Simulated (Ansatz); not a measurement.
**CS2 (singlet): wave-function methods side by side, cc-pV(Q+d)Z**

An exercise on one series of results from a longer session: the logs are not shown, and one member is left open.

Program: Ansatz 0.2.0, Gaussian basis. Level of theory: cc-pV(Q+d)Z, core rule «outside noble gas», up to 11 orbitals frozen. These are calculated values, not measurements.

To be run: UHF; CCSD(T) on RHF; BCCD(T) on RHF; CASSCF and NEVPT2, 16 electrons in 12 orbitals.

18 further runs of the same task are left out: 1 that didn't finish, 17 set aside as unsound or not needed.

### The geometry

The geometry is an MP2(full)/6-31G* stationary point (not a proven minimum).

3 atoms, charge 0, spin multiplicity 1.

Atoms are counted from 1 here; the program's logs count them from 0.

Bond lengths: S1–C2 1.561 Å, C2–S3 1.561 Å. Angles: S1–C2–S3 180.0°.

Set-up of the first run:

Input file in.yaml:

```yaml
crystal:
  periodic: [false, false, false]
  atoms:
    - {symbol: S, position_ang: [0.000000, 0.000000, 1.561117]}
    - {symbol: C, position_ang: [0.000000, 0.000000, 0.000000]}
    - {symbol: S, position_ang: [0.000000, 0.000000, -1.561117]}
basis:
  gaussian: {orbitals: "cc-pV(Q+d)Z.json"}
magnetization: {spin_polarized: true, initial_magnetization: 0}
hamiltonian: {xc: hf}
output: {orbitals: {seedname: orbitals}}
```

Started as:

```
> ansatz run in.yaml --threads 1 --pin off --events-out ev --progress --plain --max-ram 4096MiB --backend cpu
```

Steps of the session up to this table: UHF; CCSD(T) on RHF; BCCD(T) on RHF; CASSCF and NEVPT2, 16 electrons in 12 orbitals.

One of the session's tables, all rows but one given; the rest of the session is left out.

It belongs to the step «Misses and costs». 

| method | from RCCSD(T) (kcal/mol) |
| --- | --- |
| RHF | +362.63 |
| RMP2 | +28.31 |
| RCCSD | ? |
| RCCSD(T) | 0 |
| BCCD(T) | -0.22 |
| CASSCF valence | +275.48 |
| NEVPT2 valence | +52.64 |

Estimate the missing values for RCCSD.

**Answer.** from RCCSD(T) (kcal/mol): +24.37. In the column «from RCCSD(T) (kcal/mol)» it lies between RCCSD(T) (0) and RMP2 (+28.31).

With the free atoms at the same levels and basis (separate runs), the atomisation energy is 11.853 eV at RCCSD(T), 7.112 eV at RHF.
